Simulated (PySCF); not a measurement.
CH2, SMILES [CH2] (connectivity only; charge and spin as stated), neutral, multiplicity 1. Atoms are numbered in the order given.

```xyz
3

C      0.0000     0.0000    -0.1748
H      0.0000    -0.8623     0.5245
H      0.0000     0.8623     0.5245
```

Geometry optimised at B3LYP-D3(BJ)/def2-TZVPD. The isomer is the one that the SMILES or the coordinates give; other isomers of the formula were not compared.

All values below come from r2SCAN/def2-TZVPD (PySCF).

Gas-phase values at a fixed geometry.

- total energy = -39.11076 hartree
- point group = C2v
- highest occupied level = -6.22 eV
- lowest empty level = -4.51 eV
- orbital gap = 1.71 eV
- dipole moment = 1.78 D
- quadrupole, principal values (traceless, Buckingham form, about the centre of nuclear charge) = -2.80, 0.87, 1.94 D·Å
- mean static polarisability = 16.7 bohr³ (2.47 Å³)
- polarisability, principal values = 14.0, 17.1, 19.0 bohr³
